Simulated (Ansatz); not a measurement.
bcc Eu was calculated with PBEsol (plane waves, PAW; Ansatz, a program for electronic structure).

Run with plane-wave cutoff 500 eV, 22×22×22 k mesh, Fermi–Dirac smearing 0.1 eV, spin-polarised with parallel moments, scalar-relativistic PAW data made under PBE.

Computed at the level's own relaxed cell.

Q: Give the computed volume per atom, lattice constant a and magnetic moment per atom (the cell's total over its atoms).

A: 
* **volume per atom**: 38.18 Å³/atom
* **lattice constant a**: 4.243 Å
* **magnetic moment per atom (the cell's total over its atoms)**: 7.24 μB

Measured, for comparison: equilibrium volume per atom 48.10 Å³/atom (293 K, not corrected to a static lattice; as tabulated in Wikipedia's data pages); lattice constant a 4.582 Å (293 K, not corrected to a static lattice, our sources range from 4.582 to 4.610; as tabulated in Wikipedia's data pages). Computed (rounded) less measured: equilibrium volume per atom -20.6 %, lattice constant a -7.4 % (-7.4 % to -8.0 % over the range).

Note: the 4f shell is treated without U or exact exchange, so its levels and filling can be wrong; the collinear magnetic order is the start's and need not be the measured one.

Moments are spin moments.

Spin–orbit coupling is not included.

Static lattice: no zero-point or thermal effects.

It cost about 100 core-seconds (a rough figure) of CPU time.
